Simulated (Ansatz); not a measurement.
We consider antifluorite Mg2Sn, described by PBEsol (Ansatz, a program for electronic structure, PAW).

Settings: plane-wave cutoff 520 eV, 10×10×10 k mesh, Fermi–Dirac smearing 0.01 eV, scalar-relativistic PAW data made under PBE.

The volume scan:

```json
[
 {"V (Å³/atom)": "24.042", "E − E_lowest (meV/atom)": "14.03", "P (GPa)": "3.09"},
 {"V (Å³/atom)": "24.553", "E − E_lowest (meV/atom)": "6.02", "P (GPa)": "1.95"},
 {"V (Å³/atom)": "25.065", "E − E_lowest (meV/atom)": "1.45", "P (GPa)": "0.93"},
 {"V (Å³/atom)": "25.576", "E − E_lowest (meV/atom)": "0.00", "P (GPa)": "0.00"},
 {"V (Å³/atom)": "26.088", "E − E_lowest (meV/atom)": "1.35", "P (GPa)": "-0.83"},
 {"V (Å³/atom)": "26.599", "E − E_lowest (meV/atom)": "5.20", "P (GPa)": "-1.57"},
 {"V (Å³/atom)": "27.111", "E − E_lowest (meV/atom)": "11.30", "P (GPa)": "-2.23"}
]
```

Estimate the bulk modulus from the pressures at 25.065 and 26.088 Å³/atom, and compare it with a fit to all energies.

B = −V dP/dV. Between V = 25.065 and 26.088 Å³/atom, dP/dV = (-0.83 − (0.93))/(26.088 − 25.065) = -1.72 GPa per Å³/atom; at the midpoint 25.577 Å³/atom this gives B ≈ 44.0 GPa. The third-order Birch–Murnaghan fit gives V0 = 25.577 Å³/atom, B0 = 43.7 GPa, B′ = 4.4, which lies within 1 % of that estimate.

Measured, for comparison: equilibrium volume per atom 25.82 Å³/atom (temperature not stated, not corrected to a static lattice; as tabulated in Freccero, Grin, Wagner, Dalton Trans. (2023), ESI). Computed less measured: equilibrium volume per atom -0.9 %. A static lattice is as a rule a little smaller and stiffer than an uncorrected measurement, which can account for part of this in the equilibrium volume per atom.

Note: this level leaves the solid without a gap, although one is measured.

Spin–orbit coupling is not included.
